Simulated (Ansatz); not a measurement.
Total energies of Li2O⁻ from Ansatz at PBE0-D4/def2-TZVPD, gas phase (1 Eh = 27.2114 eV = 2625.5 kJ/mol). The reference geometry is relaxed at PBE-D4/def2-TZVPD.

```xyz
3

Li    1.367   -0.624    0.052
Li   -1.460    0.252    0.255
O     0.093    0.372   -0.306
```

| state | geometry | energy (Eh) |
| --- | --- | --- |
| charge -1 doublet | reference | -90.20774 |
| charge 0 singlet | reference | -90.20449 |
| charge -1 quartet | relaxed at PBE-D4/def2-TZVPD | -90.16114 |

(1) Work out the vertical ionisation energy to the singlet.

(2) Which of the charge -1 states is lowest, and how far above it are the others?

(1) E(charge 0 singlet) − E(charge -1 doublet) = -90.20449 − (-90.20774) = 0.00325 Eh = 0.09 eV. For comparison, −ε of the highest occupied level of the spin that leaves is -0.88 eV at this level, 0.97 eV less.

(2) The doublet. quartet: -90.16114 − (-90.20774) = 0.04660 Eh = 122.3 kJ/mol.

At PBE0-D4/def2-TZVPD the highest occupied level of the charge -1 doublet lies above zero (up to 0.88 eV). Energy differences disagree on whether the electron is bound (positive means bound): 0.09 eV (vertical, against the charge 0 singlet, at PBE0-D4/def2-TZVPD), but -0.16 eV at CCSD/def2-TZVPPD. At PBE0-D4/def2-TZVPD the highest occupied level of the charge -1 quartet lies above zero (up to 0.33 eV). The electron is either unbound and held by the finite basis, or the level is raised by self-interaction error.

The structure comes from a short search, and lower isomers may exist.
